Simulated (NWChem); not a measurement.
# C2H7Al (SMILES [CH3][AlH][CH3]): levels of theory compared

Wanted: a comparison of 3 runs (HF/STO-3G, HF/3-21G, B3LYP/6-31G*) of C2H7Al. 

Program for the calculation: NWChem 7.3.0.

## Step 1: Starting point

C2H7Al: 10 atoms, total charge 0, spin state singlet. SMILES: `[CH3][AlH][CH3]`. Geometry: relaxed at PBE0-D4/def2-TZVP.

Bond lengths: C1–Al2 1.954 Å, Al2–C3 1.954 Å, C1–H4 1.095 Å, C1–H5 1.092 Å, C1–H6 1.096 Å, Al2–H7 1.595 Å, C3–H8 1.093 Å, C3–H9 1.095 Å, C3–H10 1.096 Å. Some angles: C1–Al2–C3 121.2°, C1–Al2–H7 120.2°, C3–Al2–H7 118.5°, Al2–C1–H4 111.1°, Al2–C1–H5 113.4°, Al2–C1–H6 110.4°, Al2–C3–H8 113.4°, Al2–C3–H9 111.0°, Al2–C3–H10 110.5°, H4–C1–H5 108.0°.

## Step 2: Energy and forces at HF/STO-3G (run 1)

The input, c2h7al.nw:

```
start c2h7al
memory stack 880 mb heap 220 mb global 1100 mb
charge 0

geometry noautosym nocenter noautoz
 C     -1.219100     0.923600    -0.783300
 Al     0.496800     0.021800    -0.536400
 C      0.903900    -0.949000     1.109700
 H     -2.054000     0.233200    -0.621200
 H     -1.337000     1.368500    -1.773800
 H     -1.340300     1.723700    -0.043600
 H      1.605700     0.078800    -1.681200
 H      0.069000    -0.980000     1.814000
 H      1.201900    -1.980900     0.894300
 H      1.756300    -0.490900     1.624500
end

basis spherical bse
 * library STO-3G
end

scf
 thresh 1e-08
 maxiter 80
end

task scf gradient
```

Launch:

```
$ nwchem c2h7al.nw > c2h7al.out
```

What it wrote:

```text
[...]
  functions       =    26
[...]
  wavefunction    = RHF
[...]
         Total SCF energy =   -317.924571539064
      One-electron energy =   -632.657532019102
      Two-electron energy =    218.282516557913
 Nuclear repulsion energy =     96.450443922125
        Time for solution =      0.6s
[...]
                         RHF ENERGY GRADIENTS
    atom               coordinates                        gradient
                 x          y          z           x          y          z
   1 C      -2.303765   1.745351  -1.480222   -0.013199   0.008436  -0.008710
   2 Al      0.938816   0.041196  -1.013649   -0.019092  -0.000980   0.019685
   3 C       1.708123  -1.793350   2.097029   -0.000411  -0.008142   0.014632
   4 H      -3.881497   0.440684  -1.173898   -0.007092  -0.006763   0.003460
   5 H      -2.526564   2.586090  -3.351996   -0.000467   0.003821  -0.008131
   6 H      -2.532800   3.257321  -0.082392   -0.000812   0.006518   0.008490
   7 H       3.034333   0.148910  -3.177007    0.034842   0.001686  -0.035605
   8 H       0.130391  -1.851931   3.427963   -0.007529   0.000520   0.005338
   9 H       2.271262  -3.743358   1.689982    0.004537  -0.009000  -0.002726
  10 H       3.318926  -0.927666   3.069860    0.009223   0.003905   0.003568
[...]
```

Wall time 1.3 s (1 thread of AMD EPYC 9R45 (Zen 5), shared host); peak memory 0.099 GiB.

## Step 3: Energy and forces at HF/3-21G (run 2)

The input, c2h7al.nw:

```
start c2h7al
title "C2H7Al"
memory stack 880 mb heap 220 mb global 1100 mb
charge 0
geometry units angstrom noautosym nocenter noautoz
  C     -1.219100     0.923600    -0.783300
  Al     0.496800     0.021800    -0.536400
  C      0.903900    -0.949000     1.109700
  H     -2.054000     0.233200    -0.621200
  H     -1.337000     1.368500    -1.773800
  H     -1.340300     1.723700    -0.043600
  H      1.605700     0.078800    -1.681200
  H      0.069000    -0.980000     1.814000
  H      1.201900    -1.980900     0.894300
  H      1.756300    -0.490900     1.624500
end
basis spherical bse
  * library 3-21G
end
scf
  thresh 1e-08
  maxiter 80
  print low
end
task scf gradient
```

Launch:

```
$ nwchem c2h7al.nw > c2h7al.out
```

What it wrote:

```text
[...]
  functions       =    45
[...]
  wavefunction    = RHF
[...]
         Total SCF energy =   -319.967475301316
      One-electron energy =   -633.058747240484
      Two-electron energy =    216.640828017043
 Nuclear repulsion energy =     96.450443922125
        Time for solution =      0.7s
[...]
                         RHF ENERGY GRADIENTS
    atom               coordinates                        gradient
                 x          y          z           x          y          z
   1 C      -2.303765   1.745351  -1.480222    0.013876  -0.007392   0.001371
   2 Al      0.938816   0.041196  -1.013649   -0.004755  -0.000397   0.006122
   3 C       1.708123  -1.793350   2.097029   -0.004758   0.008074  -0.013054
   4 H      -3.881497   0.440684  -1.173898   -0.002464  -0.002681   0.001170
   5 H      -2.526564   2.586090  -3.351996   -0.000248   0.001764  -0.003903
   6 H      -2.532800   3.257321  -0.082392    0.000136   0.002199   0.003000
   7 H       3.034333   0.148910  -3.177007   -0.002826  -0.000114   0.002887
   8 H       0.130391  -1.851931   3.427963   -0.003439  -0.000023   0.002883
   9 H       2.271262  -3.743358   1.689982    0.001418  -0.003184  -0.001361
  10 H       3.318926  -0.927666   3.069860    0.003059   0.001754   0.000885
[...]
```

Wall time 1.4 s (1 thread of AMD EPYC 9R45 (Zen 5), shared host); peak memory 0.099 GiB.

## Step 4: Energy and gradient at B3LYP/6-31G(d) (Cartesian functions) (run 3)

The input, test.xyz:

```xyz
10
C2H7Al
C     -1.219100     0.923600    -0.783300
Al     0.496800     0.021800    -0.536400
C      0.903900    -0.949000     1.109700
H     -2.054000     0.233200    -0.621200
H     -1.337000     1.368500    -1.773800
H     -1.340300     1.723700    -0.043600
H      1.605700     0.078800    -1.681200
H      0.069000    -0.980000     1.814000
H      1.201900    -1.980900     0.894300
H      1.756300    -0.490900     1.624500
```

The input, run.py:

```python
from ase.io import read
from ase.calculators.nwchem import NWChem

atoms = read('test.xyz')

calc = NWChem(
    label='test',
    theory='dft',
    memory='2200 mb',
    basis='6-31G*',
    dft={'xc': 'b3lyp', 'mult': '1', 'grid': 'xfine', 'convergence': 'energy 1e-08', 'iterations': '100', 'mulliken': None, 'print': 'low'},
)
atoms.calc = calc

forces = atoms.get_forces()
print(f"energy = {atoms.get_potential_energy():.6f} eV")
print("forces (eV/A):")
for s, f in zip(atoms.symbols, forces):
    print(f"{s:2s} {f[0]:10.5f} {f[1]:10.5f} {f[2]:10.5f}")
```

Launch:

```
$ export ASE_NWCHEM_COMMAND="nwchem PREFIX.nwi > PREFIX.nwo"
$ python run.py
```

What it wrote:

```text
energy = -8785.507911 eV
forces (eV/A):
C    -0.02648    0.02396   -0.01018
Al    0.08515    0.00478   -0.10634
C     0.03420   -0.02211    0.02741
H    -0.10598   -0.04793    0.00555
H    -0.03589    0.05379   -0.09811
H    -0.04165    0.09004    0.05780
H     0.04793    0.00144   -0.04535
H    -0.06659   -0.01990    0.08711
H     0.02695   -0.11236    0.00545
H     0.08243    0.02828    0.07667
```

The calculator wrote test.nwi:

```
title "test"

permanent_dir test

scratch_dir test

start test

geometry units angstrom nocenter noautosym noautoz
  C  -1.2191000000000001e+00 9.2359999999999998e-01 -7.8330000000000000e-01
  Al 4.9680000000000002e-01 2.1800000000000000e-02 -5.3639999999999999e-01
  C  9.0390000000000004e-01 -9.4899999999999995e-01 1.1096999999999999e+00
  H  -2.0539999999999998e+00 2.3319999999999999e-01 -6.2119999999999997e-01
  H  -1.3370000000000000e+00 1.3685000000000000e+00 -1.7738000000000000e+00
  H  -1.3403000000000000e+00 1.7237000000000000e+00 -4.3600000000000000e-02
  H  1.6056999999999999e+00 7.8799999999999995e-02 -1.6812000000000000e+00
  H  6.9000000000000006e-02 -9.7999999999999998e-01 1.8140000000000001e+00
  H  1.2019000000000000e+00 -1.9809000000000001e+00 8.9429999999999998e-01
  H  1.7563000000000000e+00 -4.9090000000000000e-01 1.6245000000000001e+00
end

memory 2200 mb

basis noprint
   * library 6-31G*
end

dft
  xc b3lyp
  mult 1
  grid xfine
  convergence energy 1e-08
  iterations 100
  mulliken
  print low
end

task dft gradient
```

test.nwo:

```text
Northwest Computational Chemistry Package (NWChem) 7.3.0
             --------------------------------------------------------

           Job information
           ---------------

    nwchem branch   = 7.3.0
    use scalapack   = T
    input           = test.nwi
    prefix          = test.
    data base       = test/test.db
    status          = startup
    nproc           =        1

           Memory information
           ------------------

    heap     =     72089594 doubles =      550.0 Mbytes
    stack    =     72089599 doubles =      550.0 Mbytes
    global   =    144179200 doubles =     1100.0 Mbytes (distinct from heap & stack)
    total    =    288358393 doubles =     2200.0 Mbytes
    verify   = yes
    hardfail = no

           Directory information
           ---------------------

  0 permanent = test
  0 scratch   = test

                                NWChem Input Module
                                -------------------

                                       test
                                       ----

[... 25 lines left out ...]
            Nuclear Dipole moment (a.u.)
[... 78 lines left out ...]
   convergence    iter        energy       DeltaE   RMS-Dens  Diis-err    time
[... 9 lines left out ...]
         Total DFT energy =     -322.861463330821
      One electron energy =     -635.572489325386
           Coulomb energy =      248.417846417914
    Exchange-Corr. energy =      -32.157264345475
 Nuclear repulsion energy =       96.450443922125
[... 17 lines left out ...]
     -------------------------------------------
      Total Density - Lowdin Population Analysis
     -------------------------------------------

    Atom       Charge   Shell Charges
 -----------   ------   -------------------------------------------------------
    1 C    6     6.68   1.98  0.36  1.92  0.36  1.60  0.46
    2 Al  13    12.59   2.00  1.97  5.89  0.37  1.08  0.25  0.42  0.61
    3 C    6     6.68   1.98  0.36  1.92  0.36  1.60  0.46
[... 6 lines of this table left out ...]
   10 H    1     0.83   0.48  0.35

                         DFT ENERGY GRADIENTS

    atom               coordinates                        gradient
                 x          y          z           x          y          z
   1 C      -2.303765   1.745351  -1.480222    0.000515  -0.000466   0.000198
   2 Al      0.938816   0.041196  -1.013649   -0.001656  -0.000093   0.002068
   3 C       1.708123  -1.793350   2.097029   -0.000665   0.000430  -0.000533
[... 6 lines of this table left out ...]
  10 H       3.318926  -0.927666   3.069860   -0.001603  -0.000550  -0.001491

 Task  times  cpu:       12.1s     wall:       12.1s
 Total times  cpu:       12.2s     wall:       12.2s
```

It took 13 s on 1 thread of AMD EPYC 9R45 (Zen 5), shared host; peak memory 0.15 GiB.

## Step 5: Overview of the runs

```
run                               level  Cartesian functions  iteration cap  energy (Eh)  largest force (eV/Å)  wall time
  1                           HF/STO-3G                   no             80  -317.924572                 2.563      1.3 s
  2                            HF/3-21G                   no             80  -319.967475                 0.826      1.4 s
  3  B3LYP/6-31G* (Cartesian functions)                  yes            100  -322.861463                 0.136       13 s
```

## Step 6: Outcome

| quantity | value |
| --- | --- |
| run 3: total energy | -322.86146 Eh |
| run 3: largest force on an atom | 0.136 eV/Å |

**Reading.** In run 1 the basis is minimal, so the values are rough. All runs together took 16 s, the longest 13 s.
